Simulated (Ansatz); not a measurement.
Working through a relaxed scan of one distance of CH2BF, SMILES B[C]F

Computed with Ansatz 0.2.0, Python API.

Interactive session:
```pycon
>>> import ansatz as az
>>> from ase import Atoms
>>> import numpy as np
>>> atoms = Atoms(["B", "C", "F", "H", "H"], positions=[
...     [-0.5503, 0.0037, 0.0667],
...     [0.906, -0.478, 0.4659],
...     [1.8328, 0.1093, -0.3737],
...     [-0.8262, 1.1516, 0.1078],
...     [-1.3623, -0.7866, -0.2666],
... ])
>>> molecule = az.Crystal.molecule_from_ase(atoms)
>>> base = molecule.calculation().basis(gaussian="def2-SVP").functional("hf").spin("collinear", total=2)
>>> symbols = [site.symbol for site in molecule.cartesian_sites]
>>> pairs = [(0, 1), (0, 3), (0, 4), (1, 2)]
>>> print("held (A)   E (eV)        ", "  ".join(f"{symbols[i]}{i}-{symbols[j]}{j}" for i, j in pairs))
held (A)   E (eV)         B0-C1  B0-H3  B0-H4  C1-F2
>>> for length in [1.46, 1.58, 1.71, 1.9, 2.14]:
...     r = base.relax(constraints=[az.DistanceConstraint((0, 1), at=length)], force_tolerance=0.02, max_steps=60).run(threads=1).report
...     xyz = np.array(r["positions_ang"])
...     print(f"{length:6.2f} {r['free_energy_ev']:14.5f}  ", "  ".join(f"{np.linalg.norm(xyz[i] - xyz[j]):.3f}" for i, j in pairs))
...
DeckWarning: relax.constraints: the input's atoms, or those drawn, lie off the distances that are held; a relaxation that starts there is brought onto them ahead of its first SCF, by positions alone, an atom by 6.25e-2 Å at the most. With the symmetry detection on, the symmetry is detected on the input's atoms as so brought (as typed, where only the drawn atoms reach the distances), and notices that speak of the structure as typed mean those atoms
  1.46    -4433.11235   1.460  1.199  1.195  1.290
  1.58    -4433.13313   1.580  1.196  1.193  1.293
  1.71    -4432.78829   1.710  1.194  1.191  1.297
  1.90    -4431.98801   1.900  1.190  1.188  1.301
  2.14    -4430.91392   2.140  1.187  1.185  1.301
```

Caveats:
- Total energies depend on the basis set; only differences at equal settings carry meaning.
- Warnings are shown shortened and without file and line.
- The energies are electronic: no zero-point or thermal terms, and the basis set is short of its limit.
- The run takes the species as open-shell (spin multiplicity 3), which needn't be its ground state.
- The whole script took 33 s on 1 thread of Arm Neoverse V1, with other jobs on the host, peak memory 0.19 GiB.
